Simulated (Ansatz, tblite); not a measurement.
**The cluster RuO₂: one state, many levels**

One table from this session's results is given with a row withheld; the runs are named, their logs left out.

Computed with Ansatz 0.2.0, Gaussian basis. Level: as each input shows.

Levels to be run: GFN1-xTB, GFN2-xTB, PBE-D4/def2-TZVP, r2SCAN-D4/def2-TZVP, ωB97X-V/def2-TZVP, HSE06-D4/def2-TZVP, LC-ωPBE/def2-TZVP, HF/def2-TZVP, ωB97M-V/def2-TZVP, PBE-D4/def2-SVP, PBE0-D4/def2-SVP, PBE0-D4/def2-TZVPD, PBE-D4/def2-TZVPD, r2SCAN-D4/def2-TZVPD, CCSD(T)/def2-TZVPP, MP2/def2-TZVP, RPA/def2-TZVP, CCSD(T)/def2-TZVPD.

5 further runs of the same task are left out: 1 that didn't finish, 4 set aside as unsound or not needed. Runs told in other sessions of the task aren't counted.

## The structure

The geometry is that of the singlet, from an earlier relaxation (B3LYP-D4/def2-TZVP). At that level it is the lowest of the isomers that a small search found.

3 atoms, charge 0, spin multiplicity 1.

Bond lengths: Ru1–O2 1.672 Å, Ru1–O3 1.672 Å. Angles: O2–Ru1–O3 154.7°.

Geometry (Å):

| atom | x (Å) | y (Å) | z (Å) |
| --- | --- | --- | --- |
| Ru1 | 0.01392 | 0.13554 | -0.20228 |
| O2 | -1.59890 | -0.30454 | -0.16704 |
| O3 | 1.58499 | 0.16901 | 0.36931 |

Ru takes a core potential in the def2 sets. No spin-orbit coupling is included.

PBE0-D4/def2-TZVP was run before; its log isn't repeated, and its numbers join the tables.

Set-up of the first run:

Tight binding, by tblite at 300 K electronic temperature and without a spin-polarisation term:

```python
tblite.interface.Calculator('GFN1-xTB', numbers, positions, charge=0, uhf=0).singlepoint()
```

Tight binding, by tblite at 300 K electronic temperature and without a spin-polarisation term:

```python
tblite.interface.Calculator('GFN2-xTB', numbers, positions, charge=0, uhf=0).singlepoint()
```

start.molden holds the orbitals of an earlier run on this state, given as this run's starting guess.

in.yaml

```yaml
crystal:
  periodic: [false, false, false]
  atoms:
    - {symbol: Ru, position_ang: [0.013916, 0.135537, -0.202281]}
    - {symbol: O, position_ang: [-1.598902, -0.304544, -0.167037]}
    - {symbol: O, position_ang: [1.584986, 0.169006, 0.369308]}
basis:
  gaussian: {orbitals: def2-TZVP, initial_orbitals: start.molden}
hamiltonian: {xc: pbe, dispersion: d4}
scf: {omitted_lower_state_checks: [starts]}
output: {orbitals: {seedname: orbitals}}
```

The run is started by

```bash
$ ansatz run in.yaml --threads 4 --pin off --events-out ev --progress --plain --max-ram 3916MiB
```

Among the steps run: PBE-D4/def2-TZVP; r2SCAN-D4/def2-TZVP; ωB97X-V/def2-TZVP; HSE06-D4/def2-TZVP; LC-ωPBE/def2-TZVP; HF/def2-TZVP; ωB97M-V/def2-TZVP; PBE-D4/def2-SVP; PBE0-D4/def2-SVP; PBE0-D4/def2-TZVPD; PBE-D4/def2-TZVPD; r2SCAN-D4/def2-TZVPD; CCSD(T)/def2-TZVPP; MP2/def2-TZVP; RPA/def2-TZVP; CCSD(T)/def2-TZVPD.

One of the session's tables, all rows but one given; the rest of the session is left out.

It belongs to the step «Levels side by side». 

| level | HOMO (eV) | LUMO (eV) | gap (eV) |
| --- | --- | --- | --- |
| HF/def2-TZVP | -12.01 | -1.16 | 10.85 |
| PBE-D4/def2-SVP | -5.89 | -5.11 | 0.78 |
| PBE-D4/def2-TZVP | ? | ? | ? |
| PBE-D4/def2-TZVPD | -5.95 | -5.16 | 0.80 |
| r2SCAN-D4/def2-TZVP | -6.13 | -5.05 | 1.07 |
| r2SCAN-D4/def2-TZVPD | -6.14 | -5.07 | 1.07 |
| PBE0-D4/def2-SVP | -7.79 | -4.32 | 3.47 |
| PBE0-D4/def2-TZVP | -7.76 | -4.28 | 3.48 |
| PBE0-D4/def2-TZVPD | -7.79 | -4.31 | 3.48 |
| HSE06-D4/def2-TZVP | -7.34 | -4.66 | 2.68 |
| LC-ωPBE/def2-TZVP | -10.79 | -1.94 | 8.86 |
| ωB97X-V/def2-TZVP | -10.42 | -2.12 | 8.30 |
| ωB97M-V/def2-TZVP | -10.42 | -2.21 | 8.20 |

**Question.** Estimate the row for PBE-D4/def2-TZVP.

As computed: HOMO (eV): -5.91; LUMO (eV): -5.12; gap (eV): 0.79. In the column «HOMO (eV)» it lies between PBE-D4/def2-TZVPD (-5.95) and PBE-D4/def2-SVP (-5.89).
